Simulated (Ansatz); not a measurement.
**BPHO (doublet): from Hartree-Fock to the top rungs, def2-TZVPP**

An exercise on one series of results from a longer session: the logs are not shown, and one member is left open.

The runs use Ansatz 0.2.0, Gaussian basis; def2-TZVPP, core rule «outside noble gas», up to 7 orbitals frozen.

To be run: UHF; ROHF; CCSD(T) on UHF.

2 further runs of the same task are left out: 2 set aside as unsound or not needed.

## The system

The geometry is a PBE0/def2-TZVP stationary point (not a proven minimum).

4 atoms, charge 0, spin multiplicity 2.

Atoms are counted from 1 here; the program's logs count them from 0.

Bond lengths: O1–B2 1.313 Å, O1–H4 0.963 Å, B2–P3 1.737 Å. Angles: B2–O1–H4 117.1°, O1–B2–P3 177.9°.

The first run:

File in.yaml:

```yaml
crystal:
  periodic: [false, false, false]
  atoms:
    - {symbol: O, position_ang: [0.000010, -0.253523, 0.967945]}
    - {symbol: B, position_ang: [-0.000021, -0.179739, -0.342663]}
    - {symbol: P, position_ang: [0.000006, -0.144524, -2.078829]}
    - {symbol: H, position_ang: [0.000006, 0.577785, 1.453547]}
basis:
  gaussian: {orbitals: def2-TZVPP}
magnetization: {spin_polarized: true, initial_magnetization: 1}
hamiltonian: {xc: hf}
output: {orbitals: {seedname: orbitals}}
```

Started as:

```sh
ansatz run in.yaml --threads 1 --pin off --events-out ev --progress --plain --max-ram 4096MiB --backend cpu
```

Steps of the session up to this table: UHF; ROHF; CCSD(T) on UHF.

One of the session's tables, all rows but one given; the rest of the session is left out.

| method | from UCCSD(T) (meV) |
| --- | --- |
| ROHF | +13295.8 |
| UHF | +13180.0 |
| UMP2 | +1225.5 |
| UCCSD | ? |
| UCCSD(T) | 0 |

Q: Estimate the row for UCCSD from the others.

The run gave: from UCCSD(T) (meV): +586.6. In the column «from UCCSD(T) (meV)» it lies between UCCSD(T) (0) and UMP2 (+1225.5).

With the free atoms at the same levels and basis (separate runs), the atomisation energy is 13.927 eV at UCCSD(T), 9.940 eV at ROHF.
